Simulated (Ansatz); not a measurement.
# BHO + HCl: a complex and its separated parts

The complex below is one end of an elementary step. How strongly is it bound against its free parts?

Program: Ansatz 0.2.0, Gaussian basis. Level of theory: PBE0-D4/def2-TZVP structures, single points in def2-TZVPP, no counterpoise correction. These are calculated values, not measurements.

Levels: SPW92, PBE-D4, BLYP-D4, r2SCAN-D4, B97M-V, PBE0-D4, B3LYP-D4, r2SCAN0-D4, BHLYP-D4, CAM-B3LYP-D4, wB97X-V, wB97M-V, B2PLYP, PBE-QIDH, RPA on PBE, Hartree-Fock, MP2, CCSD, CCSD(T).

Cores are frozen in the correlated methods. B3LYP uses VWN-RPA correlation. B2PLYP carries no dispersion term here.

56 further runs of the same task are left out: 56 set aside as unsound or not needed.

## 1. Where the work starts

The complex: 5 atoms, charge 0, spin multiplicity 1.

Atoms are counted from 1 here; the program's logs count them from 0.

Bond lengths: B1–O3 1.199 Å, B1–H5 1.172 Å, Cl2–H4 1.291 Å. Angles: O3–B1–H5 180.0°.

As a file:

```xyz
5
BClH2O
B    -0.79607   -0.05239   -1.28375
Cl    1.52736    0.09977    2.46270
O    -0.16492   -0.00946   -0.26565
H     0.84689    0.05649    1.36598
H    -1.41325   -0.09441   -2.27928
```

Its parts: BHO holds atoms 1, 3, 5; HCl holds atoms 2, 4. Each part counts its atoms afresh in its own runs.

## 2. Relaxing BHO alone

relax-a/in.yaml

```yaml
crystal:
  periodic: [false, false, false]
  atoms:
    - {symbol: B, position_ang: [-0.796070, -0.052390, -1.283750]}
    - {symbol: O, position_ang: [-0.164923, -0.009456, -0.265651]}
    - {symbol: H, position_ang: [-1.413255, -0.094410, -2.279279]}
basis:
  gaussian: {orbitals: def2-TZVP}
hamiltonian: {xc: pbe0, dispersion: d4}
relax: {f_tol: 0.005, max_steps: 200}
```

Run with:

```console
ansatz run in.yaml --threads 2 --pin off --events-out ev --progress --plain --max-ram 4352MiB
```

Further steps of the session: Relaxing HCl alone; SPW92/def2-TZVPP; PBE-D4/def2-TZVPP; BLYP-D4/def2-TZVPP; r2SCAN-D4/def2-TZVPP; B97M-V/def2-TZVPP; PBE0-D4/def2-TZVPP; B3LYP-D4/def2-TZVPP; r2SCAN0-D4/def2-TZVPP; BHLYP-D4/def2-TZVPP; CAM-B3LYP-D4/def2-TZVPP; wB97X-V/def2-TZVPP; wB97M-V/def2-TZVPP; B2PLYP/def2-TZVPP; PBE-QIDH/def2-TZVPP; RPA on PBE/def2-TZVPP; CCSD(T)/def2-TZVPP; CCSD(T)/def2-QZVPP; Vibrations of BHO; Vibrations of HCl.

**Question.** What will these runs give? Wanted: complex less parts, CCSD(T)/def2-TZVPP; with zero-point energy; largest T1 diagnostic.

**Answer**, as computed:

```
                              quantity      value
complex less parts, CCSD(T)/def2-TZVPP  -0.196 eV
                with zero-point energy  -0.146 eV
                 largest T1 diagnostic      0.020
```

**Reading.** At CCSD(T) the complex lies 0.196 eV below its parts. B2PLYP is the best functional here (-0.006 eV from CCSD(T)); SPW92 is the worst (-0.133 eV). By rung, the mean size of the error is: LDA 0.133, GGA 0.028, meta-GGA 0.025, hybrid 0.038, range-separated hybrid 0.031, double hybrid 0.013 eV. PBE-D4 gives a relative energy 0.035 eV too low, inside chemical accuracy (1 kcal/mol, 0.043 eV). No counterpoise was applied, and triple zeta lacks some correlation, so the CCSD(T) reference has a basis error of its own, and close matches with it are partly luck.
